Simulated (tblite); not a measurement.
Species: C4H3N2 (doublet state).
Cartesian coordinates in Å at the GFN2-xTB level; atoms count from 1:
```
atom  x, y, z in Å
C1     1.8915   -1.0774   -0.0936
C2     0.9035   -0.3956   -0.0413
C3    -0.2300    0.4557    0.0206
N4    -0.2432    1.7146    0.0675
C5    -1.5671   -0.2445    0.0302
N6    -1.7747   -1.4443   -0.0101
H7     2.7441   -1.6889   -0.1395
H8     0.6583    2.1826    0.0608
H9    -2.3689    0.5038    0.0803
```

All values are computed: GFN2-xTB (tblite) harmonic vibrations without scaling, gas phase. Against measured fundamentals such values can be off by several per cent, at times by over 20. One conformer, not necessarily the lowest. Open shells enter through the occupations alone, without spin polarisation, and single modes of such species can be off by tens of per cent.

Harmonic wavenumbers (cm⁻¹): 58.9, 120.6, 212.5, 289.1, 451.1, 503.3, 541.0, 662.0, 672.7, 753.2, 801.0, 849.3, 961.8, 1106.0, 1224.8, 1674.7, 1819.1, 2232.2, 2809.7, 3359.0, 3382.1.

A = 5263, B = 3644, C = 2153 MHz; mass 79.030 u (most abundant isotopes); point group Cs, symmetry number 1; spin multiplicity 2.

Problem. What is the zero-point energy?

Solution. Half the sum of the wavenumbers: 12242 cm⁻¹ = 146.45 kJ/mol.

Problem. What is S at 298.15 K and 1 bar for an ideal gas of classical rigid rotors and harmonic oscillators?

Solution. Translation 163.35, rotation 110.69, vibration 61.21, spin (R ln 2) 5.76: S = 341.0 J/(mol K).

Problem. And Cp and H(298.15 K) − H(0)?

Solution. Cp = 99.68 J/(mol K), of which vibrations give 66.42 (their classical limit is 21 R = 174.6); H(298.15 K) − H(0) = 19.74 kJ/mol without the zero-point energy, 9.83 from vibrations.

Problem. How do the functions run with temperature in this model?

Solution. 
```csv
T (K),S (J/(mol K)),Cp (J/(mol K)),H − H(0) (kJ/mol),G − H(0) (kJ/mol),ln q(vib)
100,260.6,55.1,4.36,-21.70,0.82
200,305.7,78.0,10.99,-50.15,2.10
300,341.6,100.0,19.93,-82.56,3.42
500,400.6,130.6,43.27,-157.02,6.05
800,468.2,156.6,86.73,-287.83,9.67
1000,504.4,167.7,119.21,-385.18,11.83
```

q(vib) and H(0) count from the zero-point level.

Problem. Blend soft modes into free rotors: weight 1/[1 + (100 cm⁻¹/ν̃)⁴] for the oscillator and the rest for a rotor with moment μB/(μ + B), μ = h/(8π²ν), B = 10⁻⁴⁴ kg m². What vibrational entropy results?

Solution. 56.53 J/(mol K) in place of 61.21, which changes −T·S at 298.15 K by +1.39 kJ/mol.

Hindered rotation and anharmonicity are outside this model. Other conformers, if any are populated, would add a mixing term that is left out.
